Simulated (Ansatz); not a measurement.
Consider the formal hydrolysis of a C–F bond: `C=C(F)C(=C)F` + H₂O → `C=C(O)C(=C)F` + H–F.

Calculated with Ansatz (gas phase, PBE0-D4/def2-TZVP geometries, no zero-point term in ΔE). CCSD(T)/CBS is the MP2 limit (def2-TZVPP, def2-QZVPP) plus CCSD(T) − MP2 in def2-TZVPP, frozen cores. This one scheme is used for every species. DFT in def2-TZVPP. One conformer a species, not always the lowest.

CCSD(T)/CBS gives -15.6 kJ/mol.

Task: Another level gave -14.7 kJ/mol. Which?
A. MP2/def2-TZVPP
B. r2SCAN/def2-TZVPP
C. PBE0-D4/def2-TZVPP
D. HF/def2-TZVPP

Result: C. PBE0-D4 -14.7, HF/def2-TZVPP -5.7, r2SCAN -10.2, MP2/def2-TZVPP -21.0 kJ/mol.

Largest T1 diagnostic among the species: 0.012.

The D4 term adds −3.6 kJ/mol with B3LYP and −1.9 kJ/mol with PBE0; it sums over pairs of atoms, weighted by their polarisabilities, and B3LYP, whose exchange is more repulsive, gets the larger term. In def2-TZVPP, CCSD(T) changes the Hartree–Fock value by −9.3 kJ/mol (the triples alone add −1.4 kJ/mol) and MP2 by −15.3 kJ/mol.

B3LYP here is the variant with VWN-RPA as its local correlation; programs differ in this.
